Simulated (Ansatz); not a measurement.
**Rutile SnO2**

The numbers are results of BLYP (Ansatz, a first-principles code, plane waves, PAW), not measurements.

Settings: plane-wave cutoff 520 eV, 8×8×10 k mesh (along the axes of the cell as run), Fermi–Dirac smearing 0.01 eV, scalar-relativistic PAW data made under PBE.

Cell: relaxed at this level.

For rutile SnO2, the volume per atom is 12.96 Å³/atom. The bulk modulus is 151 GPa and the equilibrium lattice constant a comes out as 4.880 Å. The lattice parameter c is 3.265 Å, the band gap is 0.40 eV and the pressure derivative B′ of the bulk modulus is 5.9.

Measured, for comparison: band gap 3.81 eV (zero-point renormalisation of 215 meV (computed, non-adiabatic AHC, without the lattice-expansion part) added back here to the 1.8 K gap of; inputs from Miglio et al. (2020), arXiv:2011.12765); bulk modulus 212 GPa (temperature not stated, no zero-point or thermal correction, from measured elastic constants; as tabulated in Toher et al. (2017), arXiv:1611.05714); lattice constant a 4.737 Å, lattice parameter c 3.186 Å (room temperature, no zero-point or thermal correction; as tabulated in Hiroi (2015), arXiv:1503.02262). Computed (rounded) less measured: bulk modulus -29 %, lattice constant a +3.0 %, lattice parameter c +2.5 %.

Note: the bulk modulus comes from volumes at which shape and atoms were relaxed.

Spin–orbit coupling is not included.

It cost very roughly 7 core-minutes of CPU time.
